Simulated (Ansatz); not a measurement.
Two structures of C$_{2}$H$_{3}$F, closed shell, reached by relaxing down either side of one saddle point (PBE0-D4/def2-TZVP). Energies are electronic, without zero-point energy. Program: Ansatz 0.2.0. Basis: def2-TZVPP and def2-QZVPP. Cores are frozen in the correlated methods. Extrapolation: Hartree–Fock as exp(−7.88 √X), correlation as X^−2.97. First:

```xyz
6
angstrom
H 0.2565 -1.0626 0.6669
C 0.3007 -0.0288 0.2889
C -0.2411 -0.1417 -1.0812
F -1.4429 0.3934 -1.0769
H 1.3670 0.2031 0.2344
H -0.2402 0.6366 0.9680
```

Second:

H1  (0.030, -1.334, -0.789)
C2  (0.393, 0.377, 0.442)
C3  (-0.293, -0.379, -0.388)
F4  (-1.503, -0.033, -0.837)
H5  (1.368, 0.048, 0.773)
H6  (0.005, 1.322, 0.800)
(Å)

(1) Which bonds change from the first to the second?

(2) Give the saddle point's structure and its height above each. (An estimate is asked for; the value comes from the calculation.)

The T1 diagnostic stays at or below 0.018. The restricted Hartree–Fock reference is unstable towards an unrestricted one at one or more of these structures.

## Answers

(1) C₂H₃F ([CH3][C][F]) → C₂H₃F (C=CF); bonds formed: H1–C3; bonds broken: H1–C2.

(2) By the calculation: 17.53 kcal/mol above the first and 70.74 kcal/mol above the second (CCSD(T) at an estimated basis limit (MP2 extrapolated from triple and quadruple zeta, plus CCSD(T) − MP2 in triple zeta)).
```
6
angstrom
H 0.0485 -1.0488 0.0715
C 0.3683 0.2376 0.2963
C -0.1917 -0.2211 -0.8826
F -1.4956 0.1205 -0.9510
H 1.4288 0.0551 0.4378
H -0.1583 0.8566 1.0281
```

Labels in which every atom is bracketed show which atoms are joined, not bond orders.

For scale, one of the runs: CCSD(T)/def2-TZVPP, 135 basis functions, launched by `ansatz run in.yaml --threads 2 --pin off --events-out ev --progress --plain --max-ram 4352MiB`. Time: 11 s of wall clock on 2 CPU threads of an Arm Neoverse V1; the host was shared. Peak host memory: 0.73 GiB.
